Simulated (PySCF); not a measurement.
# Electric properties by functional and basis

CH₃NO.
InChI=1S/CH3NO/c1-2-3/h1H3

PySCF, dipoles from the SCF density, polarisabilities from static response with core orbitals frozen. Isolated species at its PBE0-D3(BJ)/def2-SVP geometry, gas phase.

Question: How do dipole and polarisability depend on functional and basis here?

Answer: 

```tsv
level	μ (D)	error (%)	α (Å³)	anisotropy (Å³)
LDA/def2-SVPD	2.571	+10.8	4.29	1.94
PBE/def2-SVPD	2.432	+4.8	4.25	1.95
B3LYP/def2-SVPD	2.525	+8.8	4.06	1.78
PBE0/def2-SVPD	2.518	+8.5	4.00	1.74
BHandHLYP/def2-SVPD	2.617	+12.8	3.85	1.64
CAM-B3LYP/def2-SVPD	2.581	+11.2	3.97	1.68
wB97X-D/def2-SVPD	2.569	+10.7	3.97	1.66
LC-wPBE/def2-SVPD	2.564	+10.5	3.86	1.59
HF/def2-SVPD	2.729	+17.6	3.69	1.59
PBE0/6-31G*	2.376	+2.4	3.10	1.65
PBE0/def2-SVP	2.419	+4.3	3.14	1.69
PBE0/6-31+G*	2.551	+9.9	3.75	1.81
PBE0/aug-cc-pVDZ	2.456	+5.9	4.15	1.80
PBE0/def2-TZVP	2.440	+5.2	3.71	1.75
PBE0/def2-TZVPD	2.440	+5.2	4.14	1.78
PBE0/aug-cc-pVTZ	2.443	+5.3	4.18	1.78
```

Reference dipole: 2.320 D (measured, gas; NIST CCCBDB Release 22 (SRD 101), experimental dipoles). The anisotropy is √(½[(α1 − α2)² + (α2 − α3)² + (α3 − α1)²]). For the dipole, the smallest error is 2.4% (PBE0/6-31G*) and the largest 17.6% (HF/def2-SVPD). The dipole runs from 2.38 D (PBE0/6-31G*) to 2.73 D (HF/def2-SVPD). No reference polarisability is at hand; against PBE0 in the largest diffuse basis at hand (aug-cc-pVTZ) the other PBE0 rows deviate by 6-31G* -26%, def2-SVP -25%, 6-31+G* -10%, def2-SVPD -4%, aug-cc-pVDZ -1%, def2-TZVP -11%, def2-TZVPD -1%. In one basis (def2-SVPD) the functionals order the polarisability from HF (lowest) to LDA (highest), a spread of 16%. With PBE0 the polarisability is 3.32 Å³ without diffuse functions (mean of 6-31G*, def2-SVP and def2-TZVP) and 4.04 Å³ with them (mean of 6-31+G*, def2-SVPD, aug-cc-pVDZ, def2-TZVPD and aug-cc-pVTZ). Measured values can belong to vibrating molecules and may average over conformers; the computed ones are for one fixed geometry.
